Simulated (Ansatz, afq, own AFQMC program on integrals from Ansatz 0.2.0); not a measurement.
AFQMC on a folder of integrals that Ansatz 0.2.0 wrote.

```yaml
crystal:
  periodic: [false, false, false]
  atoms:
    - {symbol: Ge, position_ang: [0.000000, 0.000000, 1.207958]}
    - {symbol: B, position_ang: [0.000000, 0.000000, -5.402042]}
    - {symbol: H, position_ang: [0.000000, 1.259295, 2.097042]}
    - {symbol: H, position_ang: [0.000000, -1.259295, 2.097043]}
basis:
  gaussian: {orbitals: cc-pVDZ}
magnetization: {spin_polarized: true, initial_magnetization: 3}
correlation: {method: ccsd_t, electrons: outside_noble_gas, hamiltonian_folder: ham}
```

```sh
$ ansatz run in.yaml --threads 1 --pin off --events-out ev --progress --plain --max-ram 1382MiB
```

afq runs on the folder ham with

```
--method phaseless --trial cisd --walkers 60 --populations 1 --least-time 40 --time-step 0.005 --steps-per-block 50 --equilibration-blocks 40 --max-blocks 300 --target-error 0.00072 --factor-cut 1e-05 --start spin_pure --seed 9362 --release-times 0.24,0.51,0.99,1.62,2.4 --release-step 0.03 --release-every 4 --taylor-order 6
```

Times are imaginary, in 1/Eh. The walk had a cap of 1002 s. Filled inner d shells are frozen with the cores.

afq prints:

```
orbitals 36  electrons 6 3  factors 243 of 546
reference energy -2100.95735941 Eh
CCSD correlation -0.14892160 Eh in 11 cycles, weight of the determinant in the CISD state 0.8810
energy of the start -2101.106152 Eh
 block  time / (1/Eh)  mean weight  energy / Eh
     1     0.250  1.0014  -2101.104353
     2     0.500  0.9983  -2101.104279
     3     0.750  0.9982  -2101.104370
     4     1.000  0.9992  -2101.104894
     5     1.250  0.9996  -2101.106514
     7     1.750  0.9999  -2101.109494
     9     2.250  1.0000  -2101.109374
    11     2.750  0.9999  -2101.113250
    21     5.250  1.0006  -2101.109054
    31     7.750  0.9995  -2101.109347
    41    10.250  1.0006  -2101.108288
    51    12.750  0.9983  -2101.108654
    61    15.250  1.0002  -2101.108524
    71    17.750  0.9987  -2101.106669
    81    20.250  0.9995  -2101.108179
    91    22.750  1.0018  -2101.112805
   101    25.250  1.0013  -2101.108653
   111    27.750  1.0008  -2101.108519
   121    30.250  0.9970  -2101.109225
   131    32.750  0.9992  -2101.112724
   141    35.250  0.9982  -2101.110319
   151    37.750  1.0016  -2101.107686
   156    39.000  0.9996  -2101.105354
   161    40.250  0.9996  -2101.107405
   171    42.750  1.0016  -2101.108675
   181    45.250  0.9996  -2101.110258
   191    47.750  1.0007  -2101.110916
   196    49.000  0.9993  -2101.108919
blocks merged  error / Eh  count
     1  0.000136  160
     2  0.000165  80
     4  0.000192  40
     8  0.000217  20
    16  0.000287  10
released: time / (1/Eh)  energy / Eh  error  mean overlap
  0.24  -2101.108940  0.000267  0.9994
  0.51  -2101.109187  0.000237  1.0041
  0.99  -2101.109656  0.000311  0.9956
  1.62  -2101.109747  0.000269  0.9898
  2.40  -2101.109896  0.000333  0.9704
energy -2101.109005 +/- 0.000217 Eh
(rows thinned)
```

The run passed its tests (sampling time, drift between the halves within three errors, error under three times the target), which doesn't prove that it has relaxed.

Against this walk (error 5.9 meV) on the same determinant: CCSD(T) 4.6 meV higher (within the noise), CCSDT(Q) 21.0 meV lower. The error is statistical and leaves out the bias of the constraint. The released energies are still falling (meV from the phaseless value at times in 1/Eh: 2 ± 7 at 0.24, -5 ± 6 at 0.51, -18 ± 8 at 0.99, -20 ± 7 at 1.62, -24 ± 9 at 2.40), so they give no level. CCSDT(Q) is the surest value here, so the walk's 21 meV above it is most likely the bias of the constraint with this trial, which can have either sign.

Cautions: constraint bias not in the error; no relativity below Rb; no spin-orbit coupling; inner d shell frozen; lower spins were not checked.

The walk took 3.6 min on 1 thread of Arm Neoverse V1, with other jobs on the host. The log's last line is the phaseless energy.

CCSDT and higher add their correlation energy to the determinant of the CCSD(T) run, since their own runs factorise the integrals more tightly (a shift of under 2 meV). A walk keeps the symmetry of its determinant, which the program's search chose and which needn't be the lowest solution, so a lower state of the same spin and another symmetry isn't excluded.
